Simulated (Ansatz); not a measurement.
Z-matrix (Å, degrees):
```
C
N 1 1.442
H 1 1.104 2 114.0
H 1 1.092 2 109.9 3 -121.6
H 1 1.095 2 109.8 3 120.4
C 2 1.442 1 113.6 3 -55.1
H 2 1.013 1 111.1 3 66.8
C 6 1.513 2 110.4 1 170.5
H 6 1.109 2 112.5 1 48.5
H 6 1.096 2 109.3 1 -69.2
N 8 1.450 6 110.5 2 -62.6
H 8 1.104 6 109.7 2 172.4
H 8 1.095 6 108.8 2 55.5
C 11 1.446 8 113.4 6 174.0
H 11 1.013 8 109.1 6 -63.3
H 14 1.093 11 109.4 8 -65.3
H 14 1.103 11 113.9 8 55.1
H 14 1.092 11 109.9 8 176.8
```

The species carries charge 0 and has multiplicity 1.

List the PBE0/def2-TZVPP orbital energies in eV (Ansatz). (Estimate.)

Computed: Occupied: -391.05, -390.62, -278.61, -278.54, -278.53, -278.30, -25.71, -24.88, -20.75, -18.68, -17.87, -16.70, -13.95, -13.39, -12.93, -12.53, -11.87, -11.61, -10.74, -10.57, -9.95, -9.82, -9.54, -6.66, -6.14. Lowest empty: 1.14, 1.68, 2.10, 2.16, 2.65, 3.12, 3.27, 3.44.
